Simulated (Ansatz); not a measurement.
# BeLi+ (triplet): wave-function methods side by side, def2-QZVPP

One table from this session's results is given with a row withheld; the runs are named, their logs left out.

Method: def2-QZVPP, core rule «outside noble gas», up to 2 orbitals frozen; program: Ansatz 0.2.0, Gaussian basis.

The runs, in order: UHF; ROHF; CCSD(T) on UHF.

2 further runs of the same task are left out: 2 set aside as unsound or not needed.

## The system

The geometry is a PBE0/def2-TZVP stationary point (not a proven minimum).

2 atoms, charge 1, spin multiplicity 3.

Atoms are counted from 1 here; the program's logs count them from 0.

No contacts short enough for the rule that draws bonds.

Set-up of the first run:

in.yaml reads:

```yaml
crystal:
  periodic: [false, false, false]
  atoms:
    - {symbol: Li, position_ang: [0.000000, 0.000000, 0.000000]}
    - {symbol: Be, position_ang: [0.000000, 0.000000, 3.011200]}
basis:
  gaussian: {orbitals: "def2-QZVPP.json"}
total_charge: 1
magnetization: {spin_polarized: true, initial_magnetization: 2}
hamiltonian: {xc: hf}
output: {orbitals: {seedname: orbitals}}
```

Started as:

```sh
$ ansatz run in.yaml --threads 1 --pin off --events-out ev --progress --plain --max-ram 2393MiB
```

Steps of the session up to this table: UHF; ROHF; CCSD(T) on UHF.

One of the session's tables, all rows but one given; the rest of the session is left out.

```
  method  from UCCSD(T) (meV)
    ROHF               +117.5
     UHF                    ?
    UMP2                +50.1
   UCCSD                  0.0
UCCSD(T)                    0
```

Q: Estimate the row for UHF from the others.

As computed: from UCCSD(T) (meV): +116.4. In the column «from UCCSD(T) (meV)» it lies between UMP2 (+50.1) and ROHF (+117.5).
